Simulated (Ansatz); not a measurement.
Changing the shape of CH3F, singlet

Computed with Ansatz's Gaussian-basis code (development build). Basis cc-pVDZ, nonrelativistic, 2 orbitals frozen in the corrections; active space CAS(2,2). Restricted Hartree–Fock, then the lowest state-specific CASSCF solution met for each case. On stretched bonds single-reference methods can fail or change state. Unlike active orbitals can shift such differences by tenths of an eV, at times by over 1 eV.

Case A:

```xyz
5

C     0.0000    0.0000   -0.5692
F     0.0000    0.0000    0.6851
H     0.0000   -0.9531   -0.9169
H    -0.8255    0.4766   -0.9169
H     0.8255    0.4766   -0.9169
```

Case B:

```xyz
5

C     0.0000    0.0000   -0.6187
F     0.0000    0.0000    0.7447
H     0.0000   -1.0360   -0.9966
H    -0.8972    0.5180   -0.9966
H     0.8972    0.5180   -0.9966
```

Case C:

```
atom    x (Å)    y (Å)    z (Å)
   C   0.0000   0.0000  -0.6682
   F   0.0000   0.0000   0.8043
   H   0.0000  -1.1189  -1.0763
   H  -0.9690   0.5595  -1.0763
   H   0.9690   0.5595  -1.0763
```

Energy less that of case A, in eV:

```json
{"case": "B", "RHF/ROHF": "-0.702", "CASSCF": "-0.820"}
{"case": "C", "RHF/ROHF": "+0.016", "CASSCF": "-0.236"}
```

**Question.** What does SC-NEVPT2 give for these differences?

**Answer.** B: -0.949 eV (-21.9 kcal/mol); C: -0.473 eV (-10.9 kcal/mol).

**Question.** Which case is lowest, and do the methods agree?

**Answer.** B is lowest in SC-NEVPT2. Of the methods shown, RHF/ROHF, CASSCF agree.
